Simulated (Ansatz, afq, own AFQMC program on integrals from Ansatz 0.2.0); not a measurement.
## HCl + CN, doublet: a scan with AFQMC

```xyz
4

Cl    0.0000    0.0000   -1.9747
H     0.0000    0.0000   -0.6959
N     0.0000    0.0000    1.9154
C     0.0000    0.0000    0.7553
```

A hydrogen atom is moved from one rigid fragment to the other; the Cl1–H2 distance tells how far. The two fragments are held close together, so this isn't a minimum-energy path and the start is a compressed complex. Energies in eV count from this geometry (1.279 Å) at the same level; the start stands on ROHF, each point on the determinant named.

Basis cc-pVTZ. Noble-gas cores (and the filled d shells of Ga–Kr and In–Xe) are frozen. Ansatz 0.2.0 and our own AFQMC program on the same integrals; the CISD trial comes from CCSD amplitudes, and released means the phaseless constraint is let go. Error bars are statistical, one sigma.

Cautions, each for one point or more: a spin-contaminated unrestricted determinant lies lower; higher spins were not checked; unrestricted determinant slightly spin contaminated.

```
r(Cl1–H2) / Å  det.     T1  weight  ⟨S²⟩  r2SCAN  B2PLYP  CCSD(T)
        1.382  ROHF  0.030    0.80  pure  -0.235  -0.220   -0.187
        1.434  ROHF  0.031    0.80  pure  -0.337  -0.337   -0.294
        1.485  ROHF  0.029    0.80  pure  -0.435  -0.465   -0.422
        1.537  ROHF  0.026    0.81  pure  -0.530  -0.602   -0.566
        1.640   UHF  0.028    0.81  0.84  -0.643  -0.812   -0.788
```

(1) Estimate the curve of phaseless AFQMC with a CISD trial, counted from the same start.

Results:

(1) 
```
r(Cl1–H2) / Å  det.     T1  weight  ⟨S²⟩   ph-AFQMC/CISD
        1.382  ROHF  0.030    0.80  pure  -0.181 ± 0.015
        1.434  ROHF  0.031    0.80  pure  -0.323 ± 0.016
        1.485  ROHF  0.029    0.80  pure  -0.476 ± 0.018
        1.537  ROHF  0.026    0.81  pure  -0.580 ± 0.012
        1.640   UHF  0.028    0.81  0.84  -0.836 ± 0.014
```

Weight is that of the determinant in the CISD state; at the start T1 is 0.036 and the weight 0.79. Largest departures from phaseless AFQMC with a CISD trial: CCSD(T) 0.054 eV at 1.485 (on ROHF), r2SCAN 0.193 eV at 1.640, B2PLYP -0.040 eV at 1.382. The walk's constraint bias lies outside its error bars, so these are departures and not errors. Functionals count only at points shown to share the start's state and spin.

A walk keeps the symmetry of its determinant, which the program's search chose and which needn't be the lowest solution, so a lower state of the same spin and another symmetry isn't excluded.
